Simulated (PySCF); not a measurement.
A made-up structure of CH2B2, singlet:

B1  (-0.551, 1.215, -0.724)
C2  (0.000, 0.001, 0.001)
B3  (0.552, -1.214, 0.725)
H4  (-1.030, 2.265, -1.353)
H5  (1.028, -2.267, 1.351)
(Å)

It is relaxed with PBE-D4/def2-SVP and then PBE0-D4/def2-TZVP (PySCF 2.14 with density fitting (its default auxiliary sets; JK sets also for MP2 and CCSD(T))). Atoms count as bonded within 1.22 times the sum of their covalent radii (H–H: 0.88 Å). The end point is not checked to be a true minimum.

Does its bonding change? (Judge from chemistry; the calculation decides.)

The calculation gives: No: no bond forms or breaks.

Where it ends: The first stage lowers the energy by 1.21 eV in 7 steps. It ends as CH₂B₂ ([BH][C][BH]):
```json
{"atom": "B1", "x (Å)": "-0.4924", "y (Å)": "1.0841", "z (Å)": "-0.6468"}
{"atom": "C2", "x (Å)": "0.0001", "y (Å)": "0.0002", "z (Å)": "0.0004"}
{"atom": "B3", "x (Å)": "0.4924", "y (Å)": "-1.0840", "z (Å)": "0.6470"}
{"atom": "H4", "x (Å)": "-0.9188", "y (Å)": "2.0226", "z (Å)": "-1.2073"}
{"atom": "H5", "x (Å)": "0.9187", "y (Å)": "-2.0230", "z (Å)": "1.2070"}
```

Labels in which every atom is bracketed show which atoms are joined, not bond orders.

For scale, one of the runs: PBE0-D4/def2-TZVP relaxation, 105 basis functions, launched by `OMP_NUM_THREADS=2 python run.py`. Time: 23 s of wall clock on 2 CPU threads of a Oxide Virtual Turin-like; the host was shared. Peak host memory: 0.99 GiB.
